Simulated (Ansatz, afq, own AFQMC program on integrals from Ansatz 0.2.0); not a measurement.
## SiGeH3⁺, triplet in cc-pVDZ, levels against CCSDT(Q)

```yaml
atoms:
  - { symbol: Si, position_ang: [-0.0059, 0.0000, 1.6929] }
  - { symbol: Ge, position_ang: [-0.0015, 0.0000, -0.7474] }
  - { symbol: H, position_ang: [1.4617, 0.0000, 1.9964] }
  - { symbol: H, position_ang: [-0.5952, 1.2043, 2.3467] }
  - { symbol: H, position_ang: [-0.5953, -1.2043, 2.3467] }
```

Connectivity, by distances: SiH3–Ge.

Basis cc-pVDZ. Only valence electrons are correlated. Ansatz 0.2.0 and our own AFQMC program on the same integrals; the CISD trial comes from CCSD amplitudes, and released means the phaseless constraint is let go. Uncertainties: one standard error, sampling alone. No spin–orbit coupling.

Determinant: UHF, the one that the program's search chose, which needn't be the lowest solution. The geometry is a PBE0/def2-TZVP stationary point of this or a neighbouring charge and spin state.

No full CI on the walks' own integrals is used here; CCSDT(Q) serves as the reference and is uncertain by about the last step of the cluster series.

Cautions: no relativity below Rb; no spin-orbit coupling; inner d shell frozen; another spin lies lower (by 1.13 eV).

The T1 diagnostic is 0.0181 and the weight of the determinant in the CISD state is 0.882. The ⟨S²⟩ of the determinant is 2.015 and the size of the correlated space is 10 electrons in 41 orbitals.

Reference: CCSDT(Q), correlation energy -4.947 eV. The released energy is read at 2.40 1/Eh (meV from the phaseless value at times in 1/Eh: -5 ± 11 at 0.24, -7 ± 9 at 0.51, -12 ± 9 at 0.99, -7 ± 9 at 1.62, -16 ± 13 at 2.40).

```json
{"level": "HF", "E − E(reference) (kJ/mol)": "477.3", "share of correlation (%)": "0.00"}
{"level": "MP2", "E − E(reference) (kJ/mol)": "118.7", "share of correlation (%)": "75.14"}
{"level": "CCSD", "E − E(reference) (kJ/mol)": "14.9", "share of correlation (%)": "96.89"}
{"level": "CCSD(T)", "E − E(reference) (kJ/mol)": "3.5", "share of correlation (%)": "99.27"}
{"level": "CCSDT", "E − E(reference) (kJ/mol)": "0.5", "share of correlation (%)": "99.90"}
{"level": "ph-AFQMC/HF", "E − E(reference) (kJ/mol)": "0.8 ± 3.9", "share of correlation (%)": "99.83"}
{"level": "ph-AFQMC/CISD", "E − E(reference) (kJ/mol)": "1.8 ± 0.9", "share of correlation (%)": "99.61"}
{"level": "released AFQMC", "E − E(reference) (kJ/mol)": "0.3 ± 1.3", "share of correlation (%)": "99.94"}
```

A walk keeps the symmetry of its determinant, which the program's search chose and which needn't be the lowest solution, so a lower state of the same spin and another symmetry isn't excluded. Released energies are given only where the last usable release times agree within the noise; a slower fall can still hide under it.
